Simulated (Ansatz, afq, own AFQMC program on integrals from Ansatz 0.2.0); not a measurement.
Integrals from Ansatz 0.2.0, then the random walk in our own AFQMC program (afq).

```yaml
crystal:
  periodic: [false, false, false]
  atoms:
    - {symbol: Nb, position_ang: [0.000000, 0.000000, 0.000000]}
    - {symbol: O, position_ang: [0.000000, 0.000000, 1.674800]}
basis:
  gaussian: {orbitals: def2-TZVP}
magnetization: {spin_polarized: true, initial_magnetization: 3}
correlation: {method: ccsd_t, electrons: outside_noble_gas, hamiltonian_folder: ham}
```

```sh
$ ansatz run in.yaml --threads 1 --pin off --events-out ev --progress --plain --max-ram 16896MiB --backend cuda --devices 0, --max-vram 18GiB
```

Options of the walk:

```
--method free --trial cisd --walkers 3700 --time-step 0.03 --max-blocks 4000 --target-error 0.0004 --factor-cut 1e-05 --seed 7556 --times 0,0.21,0.42,0.81,1.2,1.8,2.4,3 --taylor-order 8
```

Times are imaginary, in 1/Eh. The walk had a cap of 122 s. Core potentials past Kr, no spin–orbit coupling.

Log:

```
orbitals 66  electrons 7 4  factors 503 of 565
reference energy -131.26715958 Eh
CCSD correlation -0.33589147 Eh in 17 cycles, weight of the determinant in the CISD state 0.8698
repeat  energy at the last time / Eh  error
    10  -131.624962  0.000652
    20  -131.624663  0.000425
    30  -131.625026  0.000412
time / (1/Eh)  energy / Eh  error  mean overlap
  0.00  -131.602943  0.000100  1.1493
  0.21  -131.614215  0.000133  1.1515
  0.42  -131.618475  0.000121  1.1520
  0.81  -131.621698  0.000176  1.1557
  1.20  -131.623331  0.000194  1.1612
  1.80  -131.624290  0.000226  1.1716
  2.40  -131.625053  0.000306  1.1841
  3.00  -131.625026  0.000412  1.1969
energy -131.625026 +/- 0.000412 Eh
```

The run passed its tests (error under three times the target), which doesn't prove that it has relaxed, ending at its cap on processor time.

Against this walk (error 11.2 meV) on the same determinant: CCSD(T) 2.1 meV higher (within the noise), CCSDT(Q) 39.2 meV lower. The error is statistical, and a free projection of finite length keeps a remainder of its start.

Cautions: remainder of the start not in the error; no spin-orbit coupling; outer-core shells of the metal frozen; higher spins were not checked; (T) is large, 7 % of the CCSD correlation; unrestricted determinant slightly spin contaminated (⟨S²⟩ 3.84 against 3.75).

The walk took 2.1 min on 1 × NVIDIA H100 80GB HBM3 with 2 threads of AMD EPYC 7R13 Processor (Zen 3) (shared host) (the card was shared). The log's last line is the free-projection energy.

CCSDT and higher add their correlation energy to the determinant of the CCSD(T) run, since their own runs factorise the integrals more tightly (a shift of under 2 meV). A walk keeps the symmetry of its determinant, which the program's search chose and which needn't be the lowest solution, so a lower state of the same spin and another symmetry isn't excluded.
